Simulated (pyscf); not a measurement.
Optimised with ωB97X-D3(BJ)/def2-SVP in PySCF.

Q: For HO–SiH₃ (SMILES O[SiH3]) + H₂O (SMILES O) + HF (SMILES F) → HO–SiH₂–OH (SMILES O[SiH2]O) + H₂ (SMILES [H][H]) + HF (SMILES F), a multi-bond step (singlet surface; H–Si, H–O, F–H broken, O–Si, H–H, F–H formed), PBE/def2-TZVP gives ΔE‡ = 5.4 kcal/mol and ΔE = -22.0 kcal/mol (zero: the separated reactants). In which direction and how far do r²SCAN/def2-TZVP, PBE0-D3(BJ)/def2-TZVP, ωB97M-D3(BJ)/def2-TZVP move these?

A: r²SCAN: ΔE‡ = 6.1 kcal/mol, ΔE = -24.5 kcal/mol; PBE0-D3(BJ): ΔE‡ = 8.8 kcal/mol, ΔE = -21.9 kcal/mol; ωB97M-D3(BJ): ΔE‡ = 12.5 kcal/mol, ΔE = -23.2 kcal/mol. PBE's barrier lies under all of them, by 0.7 to 7.1 kcal/mol. Its reaction energy matches one of them and lies within 2.6 kcal/mol of the others. On the reactant side the descent ends in a bound adduct, 9.7 kcal/mol under the separated species and 22.5 kcal/mol under the saddle at ωB97X-D3(BJ)/def2-TZVP. On the product side the descent ends in a bound adduct (not fully relaxed), 10.2 kcal/mol under the separated species and 46.3 kcal/mol under the saddle at ωB97X-D3(BJ)/def2-TZVP. This is the saddle that the search found; another between the same sides may lie lower.
